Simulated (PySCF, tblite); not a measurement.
# C₅H₇O radical: geometry, infrared bands and EPR parameters

Aim: predict the infrared bands and EPR parameters of C₅H₇O radical (`CC1=CC[CH]O1`).

Computed with tblite 0.8.0 and PySCF 2.14.0, with density-fitted response routines of our own, on a single molecule in the gas phase. Atoms are numbered from 0 throughout.

### Step 1. The starting structure

13 atoms, charge 0, multiplicity 2; geometry from: force field or distance geometry start.

Bonds of the start (Å): C0–C1 1.50, C1–C2 1.33, C2–C3 1.52, C3–C4 1.52, C4–O5 1.44, O5–C1 1.40, C0–H6 1.11, C0–H7 1.10, C0–H8 1.11, C2–H9 1.08, C3–H10 1.10, C3–H11 1.11, C4–H12 1.13.

### Step 2. Relaxing the molecule with GFN2-xTB

The job: settings as JSON, then the geometry in Å.

```
{"job": {"kind": "relax", "xc": "GFN2-xTB", "basis": "xTB"}, "charge": 0, "multiplicity": 2}
C      2.000300     0.079000     0.144000
C      0.530800     0.091300    -0.135000
C     -0.387000    -0.772900     0.277400
C     -1.738800    -0.340600    -0.261000
C     -1.467700     1.150100    -0.407100
O     -0.121000     1.066700    -0.900400
H      2.488500    -0.869700    -0.167300
H      2.242200     0.235000     1.208700
H      2.481600     0.857800    -0.487000
H     -0.245300    -1.651200     0.893300
H     -2.564600    -0.562400     0.425100
H     -1.836800    -0.810700    -1.259700
H     -1.386600     1.528000     0.651400
```

The run is started by

```sh
$ OMP_NUM_THREADS=1 python probes_run.py task.json out
```

This one command runs all jobs of the session in turn.

**Question.** This job is followed by: GFN2-xTB harmonic vibrations, gas phase; UKS B3LYP, pcH-1 on C H O, non-relativistic, mean-field spin-orbit, GIAO. What will the session give for the following? strongest single infrared mode (GFN2-xTB); zero-point energy (GFN2-xTB); g(iso) (B3LYP); ⟨S²⟩; largest a(iso) (averaged by class); surface potential, 1st and 99th percentile.

As calculated:

| quantity | value |
| --- | --- |
| strongest single infrared mode (GFN2-xTB) | 1289 cm⁻¹, 68 km/mol |
| zero-point energy (GFN2-xTB) | 64.9 kcal/mol |
| g(iso) (B3LYP) | 2.00305 |
| ⟨S²⟩ | 0.755 (exact 0.75) |
| largest a(iso) (averaged by class) | 1H on H10, H11, 151.4 MHz |
| surface potential, 1st and 99th percentile | -1.14 V and 0.86 V |

What this shows: Over 89 steps the energy fell by 1.595 eV; of the close pairs, C4–O5 changed most, 1.437 to 1.363 Å. All 33 modes are real, so the xTB geometry is a minimum. The strongest single mode, at 1289 cm⁻¹, has its largest shares on C4, C1 and H12 (the list is cut at 3 atoms). GFN2-xTB is a fitted tight-binding method: band positions and strengths are rough. Its intensities can rank the bands wrongly. Most of the unpaired spin sits on C4 (0.89 e). The isotropic g lies 0.7 ppt above the free-electron value.
